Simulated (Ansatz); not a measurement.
The input, for Ansatz 0.2.0:

```yaml
crystal:
  periodic: [false, false, false]
  atoms:
    - {symbol: B, position_ang: [0.000000, -0.236061, 1.539227]}
    - {symbol: Si, position_ang: [0.000000, -0.158097, -0.920379]}
    - {symbol: C, position_ang: [0.000000, 0.690375, 0.535463]}
    - {symbol: H, position_ang: [0.000000, -1.289340, 2.755568]}
basis:
  gaussian: {orbitals: cc-pVDZ}
magnetization: {spin_polarized: false}
correlation: {method: ccsd_t, electrons: outside_noble_gas}
output: {forces: true}
```

```sh
$ ansatz run in.yaml --threads 1 --pin off --events-out ev --progress --plain --max-ram 2816MiB --backend cpu
```

The program prints:

```
493 factors; integrals over basis functions are off by at most 1.2e-3 eV
mean field evaluation 1: about -9572.6404 eV, gradient 3.3e1 eV
mean field evaluation 2: about -9572.6445 eV, gradient 3.3e1 eV
mean field evaluation 4: about -9575.9198 eV, gradient 3.2e0 eV
mean field evaluation 8: about -9575.9812 eV, gradient 2.2e-4 eV
mean field evaluation 16: about -9575.9765 eV, gradient 1.5e-1 eV
mean field -9575.98120574 eV, -351.9108184776 hartree, gradient 9.2e-7 eV, S^2 0.000000; 0 other end points of the search recorded, 0 dependent functions left out
7 core orbitals not correlated: weight in the atoms' cores, before any rotation towards them, 1.000 or more for the frozen orbitals, at most 0.000 for the correlated occupied ones
reference -9575.98120574 eV, -351.9108184776 hartree; 6, 6 occupied and 38, 38 virtual orbitals, 493 factors
second order -7.79586956 eV of doubles, -0.00000000 eV of singles
cycle   1  -8.00942857 eV  change   -2.1e-1 eV  update   1.0e-1
cycle   2  -8.36708804 eV  change   -3.6e-1 eV  update   3.5e-2
cycle   3  -8.46130587 eV  change   -9.4e-2 eV  update   1.8e-2
cycle   4  -8.45933738 eV  change    2.0e-3 eV  update   4.4e-3
cycle   5  -8.46199294 eV  change   -2.7e-3 eV  update   2.0e-3
cycle   6  -8.46218344 eV  change   -1.9e-4 eV  update   7.0e-4
cycle   7  -8.46197324 eV  change    2.1e-4 eV  update   2.4e-4
cycle   8  -8.46201062 eV  change   -3.7e-5 eV  update   9.4e-5
cycle   9  -8.46198420 eV  change    2.6e-5 eV  update   3.0e-5
cycle  10  -8.46197358 eV  change    1.1e-5 eV  update   1.1e-5
cycle  11  -8.46197816 eV  change   -4.6e-6 eV  update   4.7e-6
perturbative correction -0.50268238 eV, -0.0184732367 hartree
the calculation of the forces begins
Total energy: -9584.94586627 eV, -352.2402636758 hartree
Atom 0 at     0.000000    -0.236061     1.539227 Å, force     0.000000    -3.819903     4.281517 eV/Å
Atom 1 at     0.000000    -0.158097    -0.920379 Å, force     0.000000    -0.672133    -1.080478 eV/Å
Atom 2 at     0.000000     0.690375     0.535463 Å, force     0.000000     1.764559    -0.044360 eV/Å
Atom 3 at     0.000000    -1.289340     2.755568 Å, force    -0.000000     2.727477    -3.156679 eV/Å
Dipole moment:    -0.000000    -0.226365    -0.132483 e Å
```

Forces (eV/Å):
```
B    0.000 -3.820  4.282
Si   0.000 -0.672 -1.080
C    0.000  1.765 -0.044
H    0.000  2.727 -3.157
```

For the same geometry and basis RCCSDTQ lies 63.6 meV lower.

Ran on 1 thread of AMD EPYC 7R13, shared host: 1.8 s wall, 0.17 GiB peak host memory.
